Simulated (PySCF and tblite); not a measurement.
Ethylamine, C₂H₇N, numbered as in [CH3:1][CH2:2][NH2:3]. Free energies: PBE0-D3(BJ)/def2-TZVP on GFN2-xTB structures plus GFN2-xTB thermal terms, symmetry and mirror images included. Conformers within 3 kcal/mol (GFN2-xTB free energy) were kept, 10 at most. GIAO shieldings: PBE0/pcSseg-1. Shifts are against TMS (¹H), TMS (¹³C), NH3 (¹⁵N) at the same level. (PySCF 2.14, tblite 0.8.)

Torsions listed: C1–C2–N3–H3. Of a mirror pair one member is shown.

```
conformer  shape  point group  mirror pair  ΔE(DFT)  Δ(G−E) at 273.15 K  δ C1 (ppm)
        1    59°           Cs           no     0.00                0.00        25.6
        2   -62°           C1          yes     0.04               -0.18        19.8
```

Energies in kcal/mol; the thermal term leaves out symmetry numbers and mirror images.

(1) Work out the weights at 273.15 K and the ¹³C shift of C1 under fast exchange.

Results:

(1) RT = 0.543 kcal/mol. Each conformer gets RT ln(σ/g), with σ the rotational symmetry number and g = 2 for a mirror pair: 1: σ = 1, g = 1, G = 0.00 + 0.00 + 0.00 = 0.00, 0.51 above the lowest, exp(−ΔG/RT) = 0.390; 2: σ = 1, g = 2, G = 0.04 − 0.18 − 0.38 = -0.51, 0.00 above the lowest, exp(−ΔG/RT) = 1.000. The sum is 1.390, so the weights are 28.0, 72.0 %. The averaged shift is 21.4 ppm. At 298.15 K it is 21.4 ppm. At 298.15 K the leading conformer alone gives 19.8 ppm and bare DFT energies give 22.8 ppm.


¹⁵N shifts are against a computed isolated NH3 molecule, about 20 ppm from the liquid.